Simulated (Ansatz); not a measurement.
1T (CdI2-type) PtSe₂, treated with PBE-D3(BJ) (PAW; Ansatz, a first-principles code).

Settings: plane-wave cutoff 520 eV, 24×24×16 k mesh (along the axes of the cell as run), Fermi–Dirac smearing 0.05 eV, scalar-relativistic PAW data made under PBE.

Computed at the level's own relaxed cell.

```
PtSe2
1.0
    3.77157     0.00000     0.00000
   -1.88578     3.26627     0.00000
    0.00000     0.00000     4.82006
Pt Se
1 2
Direct
  0.00000   0.00000   0.00000
  0.33333   0.66667   0.26559
  0.66667   0.33333   0.73441
```

**Question.** Give the elastic tensor (Voigt notation, GPa, ions relaxed, in the Cartesian axes of the cell as printed).

**Answer.** 
```
  192.1    61.3    42.6   -25.3     0.0     0.0
   61.3   192.1    42.6    25.3     0.0     0.0
   42.6    42.6    61.5     0.0     0.0     0.0
  -25.3    25.3     0.0    44.9     0.0     0.0
    0.0     0.0     0.0     0.0    44.9   -25.3
    0.0     0.0     0.0     0.0   -25.3    65.4
```

Note: the solid has no gap at this level, which affects its response; the dispersion coefficients are held fixed in the derivatives.

Spin–orbit coupling is not included.
